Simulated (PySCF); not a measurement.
LiF, SMILES [Li][F].

The structure is a stationary point at PBE0-D3(BJ)/def2-TZVPD.

All values below come from TDA-ωB97X/def2-TZVPD in PySCF.

Vertical excitations; the highest root listed may be one member of a degenerate set.  State labels are in the subgroup C2v.

```json
[
 {"state": "S1", "symmetry": "B2", "energy (eV)": "6.32", "λ (nm)": "196", "f": "0.034", "main pairs": "HOMO→LUMO, HOMO→LUMO+3 (degenerate set)"},
 {"state": "S2", "symmetry": "B1", "energy (eV)": "6.32", "λ (nm)": "196", "f": "0.034", "main pairs": "HOMO−1→LUMO, HOMO−1→LUMO+3 (degenerate set)"},
 {"state": "S3", "symmetry": "A1", "energy (eV)": "6.75", "λ (nm)": "184", "f": "0.007", "main pairs": "HOMO−2→LUMO 79 %, HOMO−2→LUMO+3 17 %"},
 {"state": "S4", "symmetry": "A1", "energy (eV)": "7.89", "λ (nm)": "157", "f": "0.000", "main pairs": "HOMO−1→LUMO+1 39 %, HOMO→LUMO+2 39 %, HOMO→LUMO+6 9 %, HOMO−1→LUMO+5 9 %"},
 {"state": "S5", "symmetry": "A2", "energy (eV)": "7.89", "λ (nm)": "157", "f": "0.000", "main pairs": "HOMO→LUMO+1 39 %, HOMO−1→LUMO+2 39 %, HOMO→LUMO+5 9 %, HOMO−1→LUMO+6 9 %"},
 {"state": "S6", "symmetry": "A2", "energy (eV)": "7.92", "λ (nm)": "156", "f": "0.000", "main pairs": "HOMO−1→LUMO+2 40 %, HOMO→LUMO+1 40 %, HOMO−1→LUMO+6 9 %, HOMO→LUMO+5 9 %"},
 {"state": "S7", "symmetry": "B1", "energy (eV)": "8.33", "λ (nm)": "149", "f": "0.000", "main pairs": "HOMO−2→LUMO+1, HOMO−2→LUMO+5 (degenerate set)"},
 {"state": "S8", "symmetry": "B2", "energy (eV)": "8.33", "λ (nm)": "149", "f": "0.000", "main pairs": "HOMO−2→LUMO+2, HOMO−2→LUMO+6 (degenerate set)"},
 {"state": "S9", "symmetry": "B2", "energy (eV)": "8.36", "λ (nm)": "148", "f": "0.052", "main pairs": "HOMO→LUMO+3, HOMO→LUMO+4, HOMO→LUMO, HOMO−2→LUMO+2 (degenerate set)"},
 {"state": "S10", "symmetry": "B1", "energy (eV)": "8.36", "λ (nm)": "148", "f": "0.052", "main pairs": "HOMO−1→LUMO+3, HOMO−1→LUMO+4, HOMO−1→LUMO, HOMO−2→LUMO+1 (degenerate set)"},
 {"state": "T1", "symmetry": "B2", "energy (eV)": "6.21", "λ (nm)": "200", "f": "0", "main pairs": "HOMO→LUMO, HOMO→LUMO+3 (degenerate set)"},
 {"state": "T2", "symmetry": "B1", "energy (eV)": "6.21", "λ (nm)": "200", "f": "0", "main pairs": "HOMO−1→LUMO, HOMO−1→LUMO+3 (degenerate set)"},
 {"state": "T3", "symmetry": "A1", "energy (eV)": "6.67", "λ (nm)": "186", "f": "0", "main pairs": "HOMO−2→LUMO 79 %, HOMO−2→LUMO+3 17 %"},
 {"state": "T4", "symmetry": "A1", "energy (eV)": "7.54", "λ (nm)": "164", "f": "0", "main pairs": "HOMO→LUMO+2 39 %, HOMO−1→LUMO+1 39 %, HOMO→LUMO+6 9 %, HOMO−1→LUMO+5 9 %"}
]
```
Triplets are in the Tamm–Dancoff approximation.
